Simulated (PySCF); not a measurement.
Ethene, chloro-, C₂H₃Cl, SMILES C=CCl, point group Cs.

Force field and properties: PBE0/pcSseg-1 (PySCF, grid level 2). Vibrational terms come from second-order perturbation theory with semi-diagonal cubic constants, by steps of ±0.6 along the normal coordinates of each isotopologue. The parent has the commonest isotopes.

Equilibrium geometry (Å):

| atom | x | y | z |
| --- | --- | --- | --- |
| C1 | -0.7100 | -0.2021 | 0.0026 |
| C2 | 0.5103 | 0.3021 | -0.0576 |
| Cl3 | 1.9474 | -0.6389 | 0.1779 |
| H4 | -1.5638 | 0.4522 | -0.1563 |
| H5 | -0.8945 | -1.2536 | 0.2064 |
| H6 | 0.7231 | 1.3483 | -0.2593 |

(1) How much do zero-point and thermal motion change the parent's shieldings?

(2) And the bond lengths, in the parent and with ²H at 6?

(3) What are the dipole moments?

The study (211 SCF points, 73 basis functions) took 10 min on 1 thread of Intel Xeon Platinum 8488C, shared host (rough), peak memory 0.44 GiB, launched as `OMP_NUM_THREADS=1 python ens_run.py task.json out`.

Answers

(1) 
```csv
atom,σe (ppm),"anharmonic part, 0 K","harmonic part, 0 K",Δσ at 0 K,Δσ at 350 K,Δσ at 500 K
C1,61.02,-0.96,-3.17,-4.13,-4.34,-4.59
C2,44.17,-1.39,-2.25,-3.63,-3.90,-4.24
Cl3,716.18,-5.73,-17.84,-23.57,-26.04,-29.04
H4,25.79,-0.07,-0.39,-0.46,-0.47,-0.49
H5,25.67,-0.10,-0.38,-0.48,-0.50,-0.52
H6,25.13,-0.14,-0.38,-0.52,-0.53,-0.55
```

(2) 
```tsv
bond	re (Å)	⟨r⟩ at 0 K	between mean positions	⟨r⟩, labelled
C1–C2	1.3217	1.3280	1.3261	1.3279
C2–Cl3	1.7339	1.7419	1.7411	1.7417
C1–H4	1.0874	1.1074	1.0894	1.1074
C1–H5	1.0869	1.1069	1.0905	1.1069
C2–H6	1.0864	1.1065	1.0918	1.1011
```

(3) 1.541 D at equilibrium; averaged at 0 K: parent 1.538 D; ²H at 6 1.539 D; ²H at 4 1.544 D; ¹³C at 1, ²H at 6 1.539 D; ²H at 5 1.538 D; ¹³C at 2 1.537 D; ²H at 4, ²H at 5 1.544 D. Measured: 1.45 D (NIST CCCBDB Release 22 (SRD 101), experimental dipoles).
